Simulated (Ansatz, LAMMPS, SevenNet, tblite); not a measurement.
# Wurtzite GaN, elastic constant C33

Reference value: 398 GPa (measured, temperature not stated, not corrected to a static lattice; as tabulated in Oses et al. (2018), arXiv:1811.08464).

```tsv
level (code)	value (GPa)	cell (Å³/atom)	difference (%)
ionic model zapol1997 (shell model, LAMMPS)	392	11.63	-1.5
GFN1-xTB (tblite)	194	12.90	-51
SevenNet-0	327	11.75	-17.8
LDA (Ansatz)	410	11.05	+3.0
PBE (Ansatz)	357	11.76	-10.3
PBE-D3(BJ) (Ansatz)	370	11.52	-7.0
r²SCAN+rVV10 (Ansatz)	405	11.30	+1.8
B3LYP (VWN-RPA form) (Ansatz)	387	11.68	-2.8
Hartree–Fock (Ansatz)	453	11.40	+13.8
```

The reference's temperature isn't stated, so close values are not ranked against it. Off by more than 25 %, or 35 % on the side where a correction would as a rule narrow the miss (bounds picked here): GFN1-xTB (-51 %).

The reference isn't brought to a static lattice, while the calculations are for one, so the differences are not the levels' errors alone. A static lattice is as a rule stiffer than a warm one, by over a tenth in soft solids.  GFN1-xTB: the method was fitted mainly to molecules. GFN1-xTB: the run uses a supercell at the zone centre in place of a k mesh. PBE-D3(BJ): the dispersion coefficients are held fixed in the derivatives. Each level is taken at its own relaxed cell. Cutoffs and k meshes differ between the levels. Ansatz's density-functional and Hartree–Fock values are scalar-relativistic unless marked +SOC, with PAW data made under PBE.

Empirical potentials (ionic model zapol1997) are fitted to chosen data: where that held the value shown, agreement is built in, and what lay outside the fit can be far off. Machine-learned potentials (SevenNet-0) are trained on DFT data: a solid inside that data is no test of them.

Differences are worked out from the printed values.

Ansatz is a program for electronic structure.
